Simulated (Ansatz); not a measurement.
1T (CdI2-type) PtS2, treated with PBEsol+SOC (PAW; Ansatz, a quantum-chemistry and plane-wave program).

Numerical settings: plane-wave cutoff 520 eV, 12×12×8 k mesh (along the axes of the cell as run), Fermi–Dirac smearing 0.01 eV, PAW data made under PBE.

Cell (measured lattice):

```cif
data_PtS2
_chemical_formula_sum 'Pt1 S2'
_space_group_name_H-M_alt 'P-3m1'
_space_group_IT_number 164
_space_group_name_Hall '-P 3 2"'
_cell_length_a 3.54200
_cell_length_b 3.54200
_cell_length_c 5.04300
_cell_angle_alpha 90.000
_cell_angle_beta 90.000
_cell_angle_gamma 120.000
loop_
_atom_site_label
_atom_site_type_symbol
_atom_site_symmetry_multiplicity
_atom_site_Wyckoff_symbol
_atom_site_fract_x
_atom_site_fract_y
_atom_site_fract_z
_atom_site_occupancy
Pt1 Pt 1 a 0.00000 0.00000 0.00000 1
S1 S 2 d 0.33333 0.66667 0.24083 1
```

**Question.** Give the computed band gap, smallest direct gap on the k points sampled and direct gap at Γ.

**Answer.** 
- band gap = 0.56 eV (indirect)
- smallest direct gap on the k points sampled = 0.84 eV
- direct gap at Γ = 1.94 eV

Measured, for comparison: band gap 0.7 eV (temperature not stated, not corrected to a static lattice, bulk, cited; as tabulated in Two-dimensional noble-metal chalcogenides and phosphochalcogenides, Angew. …).

Note: cell and atoms aren't relaxed at this level (pressure 0.7 GPa).

Static lattice: no zero-point or thermal effects.

The result took around 90 core-seconds (rough).
